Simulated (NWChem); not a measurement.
# doublet C2H5N+ at 5 levels

Wanted: a comparison of 5 runs (U-wB97X/6-311+G**, UB2PLYP/6-311+G**, UBHLYP/6-311+G**, UCAM-B3LYP/6-311+G**, UM06-2X/6-311+G**) of doublet C2H5N+. 

The calculation is run with NWChem 7.3.0.

## (1) The system as given

The species is C2H5N+ (8 atoms), meant as a doublet with charge +1. SMILES of the parent species: `[H]/N=C\C`. Geometry: relaxed at PBE0-D4/def2-TZVP. That shape belongs to the parent species and isn't relaxed for this state.

Bond lengths: C1–C2 1.493 Å, C2–N3 1.263 Å, C1–H4 1.094 Å, C1–H5 1.092 Å, C1–H6 1.094 Å, C2–H7 1.095 Å, N3–H8 1.023 Å. Angles: C1–C2–N3 127.9°, C1–C2–H7 115.5°, N3–C2–H7 116.6°, C2–C1–H4 110.3°, C2–C1–H5 111.6°, C2–C1–H6 110.3°, C2–N3–H8 110.6°, H4–C1–H5 109.0°, H4–C1–H6 106.6°, H5–C1–H6 108.9°.

## (2) The energy at U-wB97X/6-311+G(d,p) (run 1)

geom.xyz reads:

```xyz
8

C     -0.471200     0.591900    -0.316000
C      0.663100    -0.171000     0.284300
N      0.697800    -1.395000     0.593600
H     -0.168400     1.032800    -1.270700
H     -1.342300    -0.045400    -0.480200
H     -0.756700     1.422800     0.336400
H      1.571900     0.409700     0.476500
H     -0.194200    -1.845700     0.376100
```

run.py reads:

```python
from ase.io import read
from ase.calculators.nwchem import NWChem

atoms = read('geom.xyz')

calc = NWChem(
    label='geom',
    theory='dft',
    memory='2200 mb',
    basis='6-311+G**',
    basispar='spherical bse',
    charge=1,
    dft={'xc': 'wb97x', 'mult': '2', 'grid': 'fine', 'convergence': 'energy 1e-08', 'iterations': '100', 'mulliken': None},
    task='energy',
)
atoms.calc = calc

print("Total energy (eV):", round(atoms.get_potential_energy(), 6))
```

Run with:

```bash
$ export ASE_NWCHEM_COMMAND="nwchem PREFIX.nwi > PREFIX.nwo"
$ python run.py
```

The log of the run:

```text
Total energy (eV): -3634.861138
```

The calculator wrote geom.nwi:

```
title "geom"

permanent_dir geom

scratch_dir geom

start geom

geometry units angstrom nocenter noautosym noautoz
  C  -4.7120000000000001e-01 5.9189999999999998e-01 -3.1600000000000000e-01
  C  6.6310000000000002e-01 -1.7100000000000001e-01 2.8430000000000000e-01
  N  6.9779999999999998e-01 -1.3950000000000000e+00 5.9360000000000002e-01
  H  -1.6839999999999999e-01 1.0327999999999999e+00 -1.2706999999999999e+00
  H  -1.3423000000000000e+00 -4.5400000000000003e-02 -4.8020000000000002e-01
  H  -7.5670000000000004e-01 1.4228000000000001e+00 3.3639999999999998e-01
  H  1.5719000000000001e+00 4.0970000000000001e-01 4.7649999999999998e-01
  H  -1.9420000000000001e-01 -1.8456999999999999e+00 3.7609999999999999e-01
end

charge 1

memory 2200 mb

basis spherical bse noprint
   * library 6-311+G**
end

dft
  xc wb97x
  mult 2
  grid fine
  convergence energy 1e-08
  iterations 100
  mulliken
end

task dft energy
```

geom.nwo:

```text
Northwest Computational Chemistry Package (NWChem) 7.3.0
             --------------------------------------------------------

           Job information
           ---------------

    nwchem branch   = 7.3.0
    use scalapack   = T
    input           = geom.nwi
    prefix          = geom.
    data base       = geom/geom.db
    status          = startup
    nproc           =        1

           Memory information
           ------------------

    heap     =     72089598 doubles =      550.0 Mbytes
    stack    =     72089595 doubles =      550.0 Mbytes
    global   =    144179200 doubles =     1100.0 Mbytes (distinct from heap & stack)
    total    =    288358393 doubles =     2200.0 Mbytes
    verify   = yes
    hardfail = no

           Directory information
           ---------------------

  0 permanent = geom
  0 scratch   = geom

                                NWChem Input Module
                                -------------------

                                       geom
                                       ----

[... 25 lines left out ...]
            Nuclear Dipole moment (a.u.)
[... 68 lines left out ...]
  convergence criterion.
[... 17 lines left out ...]
          Convergence on density requested:  1.00D-05
[... 28 lines left out ...]
          Spatial weights used:  Erf1
[... 3 lines left out ...]
          Convergence aids based upon iterative change in
[... 135 lines left out ...]
         Total DFT energy =     -133.578684100921
[... 1 line left out ...]
           Coulomb energy =      127.814896768372
[... 1 line left out ...]
 Nuclear repulsion energy =       71.159689143608
[... 680 lines left out ...]
                     DFT Final Beta Molecular Orbital Analysis
[... 757 lines left out ...]
   alpha     81     82     83     84     85     86     87     88     89     90
    beta     81     82     83     84     85     86     87     88     90     89
 overlap   0.996  0.999  0.992  0.991  0.987  0.988  0.999  0.983  0.983  1.000

   alpha     91     92     93     94     95     96
    beta     91     92     93     94     95     96
 overlap   0.992  0.992  1.000  1.000  1.000  1.000

     --------------------------
     Expectation value of S2:
     --------------------------
      <S2> =      0.7619 (Exact =     0.7500)

 center of mass
 --------------
 x =   0.49073648 y =  -0.59277732 z =   0.32337628

 moments of inertia (a.u.)
 ------------------
         151.687731805327          53.640890426298         -32.948621318902
          53.640890426298          89.252929221913          47.974108337956
         -32.948621318902          47.974108337956         182.467634250963

     Multipole analysis of the density
     ---------------------------------

     L   x y z        total         alpha         beta         nuclear
     -   - - -        -----         -----         ----         -------
     0   0 0 0      1.000000    -12.000000    -11.000000     24.000000

     1   1 0 0      0.328033     -5.436358     -3.960706      9.725097
[... 8 lines of this table left out ...]
     2   0 0 2    -11.956532    -17.460313    -15.485366     20.989147

 Task  times  cpu:      102.8s     wall:      102.8s
 Total times  cpu:      102.9s     wall:      102.9s
```

Wall time 1.7 min (1 thread of Intel Xeon Platinum 8488C (Sapphire Rapids), shared host); peak memory 0.11 GiB.

## (3) A single-point energy at UB2PLYP/6-311+G(d,p) (run 2)

geom.nw reads:

```
start geom
memory stack 880 mb heap 220 mb global 1100 mb
charge 1

geometry units angstrom noautosym nocenter noautoz
 C       -0.471200       0.591900      -0.316000
 C        0.663100      -0.171000       0.284300
 N        0.697800      -1.395000       0.593600
 H       -0.168400       1.032800      -1.270700
 H       -1.342300      -0.045400      -0.480200
 H       -0.756700       1.422800       0.336400
 H        1.571900       0.409700       0.476500
 H       -0.194200      -1.845700       0.376100
end

basis spherical bse
 * library 6-311+G**
end

dft
 xc hfexch 0.53 becke88 0.47 lyp 0.73 mp2 0.27
 dftmp2 semidirect
 mult 2
 grid fine
 convergence energy 1e-08
 iterations 100
 mulliken
end

mp2
 freeze core 3
end

task dft energy
```

Run with:

```bash
$ nwchem geom.nw > geom.out
```

The log of the run:

```text
[...]
          Wavefunction type:  spin polarized.
          No. of atoms     :     8
          No. of electrons :    23
[...]
          Charge           :     1
          Spin multiplicity:     2
[...]
          AO basis - number of functions:    96
[...]
              XC Information
              --------------
                     Hartree-Fock (Exact) Exchange  0.530
                    Becke 1988 Exchange Functional  0.470
              Lee-Yang-Parr Correlation Functional  0.730
[...]
 d= 0,ls=0.0,diis     1   -133.2369733602 -2.04D+02  3.46D-03  1.71D-01     2.7
[...]
 d= 0,ls=0.0,diis    15   -133.3347032567 -8.30D-10  1.15D-07  2.86D-11    36.5
[...]
         Total DFT energy =     -133.334703256707
      One electron energy =     -313.201736419934
           Coulomb energy =      127.714233840474
    Exchange-Corr. energy =      -19.006889820854
 Nuclear repulsion energy =       71.159689143608
[...]
      Total Density - Mulliken Population Analysis
     ---------------------------------------------
    Atom       Charge   Shell Charges
 -----------   ------   -------------------------------------------------------
    1 C    6     6.48   1.10  0.89  0.63  0.74  1.57  0.50  0.83  0.17 -0.00  0.05
    2 C    6     5.86   1.10  0.89  0.60  0.81  1.41  0.44  0.59 -0.10  0.04  0.09
    3 N    7     6.90   1.10  0.90  0.75  0.90  1.70  0.66  0.96 -0.07 -0.03  0.03
    4 H    1     0.76   0.26  0.46  0.02  0.03
    5 H    1     0.82   0.27  0.48  0.05  0.02
    6 H    1     0.76   0.26  0.46  0.02  0.03
    7 H    1     0.74   0.26  0.45 -0.00  0.02
    8 H    1     0.68   0.25  0.38  0.00  0.05
[...]
      <S2> =      0.7716 (Exact =     0.7500)
[...]
  Basis functions       =     96
[...]
```

Run time: 41 s. Hardware: 1 thread of Intel Xeon Platinum 8488C (Sapphire Rapids), shared host; peak memory 0.23 GiB.

Run 3 isn't shown in full; the table further down has it.

## (4) The energy at UCAM-B3LYP/6-311+G(d,p) (run 4)

c2h5n.nw reads:

```
start c2h5n
memory total 2200 mb
charge 1

geometry units angstroms noautosym nocenter noautoz
  C    -0.471200    0.591900   -0.316000
  C     0.663100   -0.171000    0.284300
  N     0.697800   -1.395000    0.593600
  H    -0.168400    1.032800   -1.270700
  H    -1.342300   -0.045400   -0.480200
  H    -0.756700    1.422800    0.336400
  H     1.571900    0.409700    0.476500
  H    -0.194200   -1.845700    0.376100
end

basis "ao basis" spherical bse
  * library 6-311+G**
end

dft
  xc xcamb88 1.00 lyp 0.81 vwn_5 0.19 hfexch 1.00
  cam 0.33 cam_alpha 0.19 cam_beta 0.46
  mult 2
  grid fine
  convergence energy 1e-08
  direct
  maxiter 100
  mulliken
  print medium
end

task dft energy
```

Run with:

```bash
$ nwchem c2h5n.nw > c2h5n.out
```

The log of the run:

```text
[...]
          Wavefunction type:  spin polarized.
          No. of atoms     :     8
          No. of electrons :    23
[...]
          Charge           :     1
          Spin multiplicity:     2
[...]
          AO basis - number of functions:    96
[...]
              XC Information
              --------------
                     Hartree-Fock (Exact) Exchange  1.000
                   CAM-Becke88 Exchange Functional  1.000
                      VWN V Correlation Functional  0.190 local
              Lee-Yang-Parr Correlation Functional  0.810
[...]
 d= 0,ls=0.0,diis     1   -133.4577212553 -2.05D+02  3.53D-03  1.85D-01     6.6
[...]
 d= 0,ls=0.0,diis    15   -133.5441043010 -9.65D-10  7.32D-08  8.55D-12    94.9
[...]
         Total DFT energy =     -133.544104300951
      One electron energy =     -313.332164343757
           Coulomb energy =      127.830775145961
    Exchange-Corr. energy =      -19.202404246762
 Nuclear repulsion energy =       71.159689143608
[...]
      Total Density - Mulliken Population Analysis
     ---------------------------------------------
    Atom       Charge   Shell Charges
 -----------   ------   -------------------------------------------------------
    1 C    6     6.47   1.10  0.88  0.66  0.75  1.55  0.50  0.85  0.14 -0.00  0.04
    2 C    6     5.91   1.10  0.88  0.62  0.81  1.40  0.43  0.61 -0.08  0.04  0.08
    3 N    7     6.89   1.10  0.90  0.77  0.91  1.68  0.66  0.95 -0.06 -0.03  0.03
    4 H    1     0.75   0.26  0.44  0.03  0.02
    5 H    1     0.82   0.27  0.46  0.06  0.02
    6 H    1     0.75   0.26  0.44  0.03  0.02
    7 H    1     0.72   0.26  0.43  0.01  0.02
    8 H    1     0.69   0.25  0.38  0.02  0.04
[...]
      <S2> =      0.7602 (Exact =     0.7500)
[...]
```

Run time: 96 s. Hardware: 1 thread of Intel Xeon Platinum 8488C (Sapphire Rapids), shared host; peak memory 0.11 GiB.

## (5) A single-point energy at UM06-2X/6-311+G(d,p) (run 5)

run.nw reads:

```
start run
memory total 2200 mb
charge 1
geometry units angstrom noautosym nocenter noautoz
  C       -0.471200       0.591900      -0.316000
  C        0.663100      -0.171000       0.284300
  N        0.697800      -1.395000       0.593600
  H       -0.168400       1.032800      -1.270700
  H       -1.342300      -0.045400      -0.480200
  H       -0.756700       1.422800       0.336400
  H        1.571900       0.409700       0.476500
  H       -0.194200      -1.845700       0.376100
end
basis "ao basis" spherical bse
  * library 6-311+G**
end
dft
  xc m06-2x
  mult 2
  grid fine
  convergence energy 1e-08
  maxiter 100
  mulliken
end
task dft energy
```

Run with:

```bash
$ nwchem run.nw > run.out
```

The log of the run:

```text
[...]
          Wavefunction type:  spin polarized.
          No. of atoms     :     8
          No. of electrons :    23
[...]
          Charge           :     1
          Spin multiplicity:     2
[...]
          AO basis - number of functions:    96
[...]
              XC Information
              --------------
                       M06-2X Method XC Functional
                     Hartree-Fock (Exact) Exchange  0.540
                        M06-2X Exchange Functional  1.000
                      M06-2X Correlation Potential  1.000
[...]
 d= 0,ls=0.0,diis     1   -133.4605506335 -2.05D+02  3.52D-03  1.59D-01     3.3
[...]
 d= 0,ls=0.0,diis    14   -133.5457838736 -4.72D-09  3.52D-07  2.06D-10    43.9
[...]
         Total DFT energy =     -133.545783873560
      One electron energy =     -313.228738002945
           Coulomb energy =      127.725162549394
    Exchange-Corr. energy =      -19.201897563618
 Nuclear repulsion energy =       71.159689143608
[...]
      Total Density - Mulliken Population Analysis
     ---------------------------------------------
    Atom       Charge   Shell Charges
 -----------   ------   -------------------------------------------------------
    1 C    6     6.55   1.11  0.89  0.64  0.74  1.57  0.57  0.87  0.14 -0.00  0.04
    2 C    6     5.91   1.11  0.89  0.60  0.81  1.41  0.44  0.61 -0.08  0.05  0.08
    3 N    7     6.89   1.10  0.90  0.75  0.90  1.69  0.68  0.97 -0.09 -0.04  0.03
    4 H    1     0.73   0.26  0.43  0.02  0.02
    5 H    1     0.80   0.27  0.45  0.05  0.02
    6 H    1     0.73   0.26  0.43  0.02  0.02
    7 H    1     0.72   0.26  0.43  0.00  0.02
    8 H    1     0.68   0.25  0.37  0.02  0.04
[...]
      <S2> =      0.7621 (Exact =     0.7500)
[...]
```

It took 45 s on 1 thread of Intel Xeon Platinum 8488C (Sapphire Rapids), shared host; peak memory 0.11 GiB.

## (6) Overview of the runs

| run | level | frozen core orbitals | energy (Eh) | HOMO energy (eV) | LUMO energy (eV) | ⟨S²⟩ | wall time |
| --- | --- | --- | --- | --- | --- | --- | --- |
| 1 | U-wB97X/6-311+G** | – | -133.578684 | -19.12 | -10.18 | 0.762 | 1.7 min |
| 2 | UB2PLYP/6-311+G** | 3 | -133.478095 | -17.83 | -10.47 | 0.772 | 41 s |
| 3 | UBHLYP/6-311+G** | – | -133.536136 | -17.93 | -11.01 | 0.767 | 37 s |
| 4 | UCAM-B3LYP/6-311+G** | – | -133.544104 | -18.11 | -11.32 | 0.760 | 96 s |
| 5 | UM06-2X/6-311+G** | – | -133.545784 | -18.00 | -11.15 | 0.762 | 45 s |

## (7) What came out

| quantity | value |
| --- | --- |
| run 5: total energy | -133.54578 Eh |
| run 5: HOMO energy (highest over α and β) | -18.00 eV |
| run 5: LUMO energy (lowest over α and β) | -11.15 eV |
| run 5: ⟨S²⟩ | 0.762 |

In words: Totals of different functionals can't be ranked against each other. All runs together took 5.4 min, the longest 1.7 min.
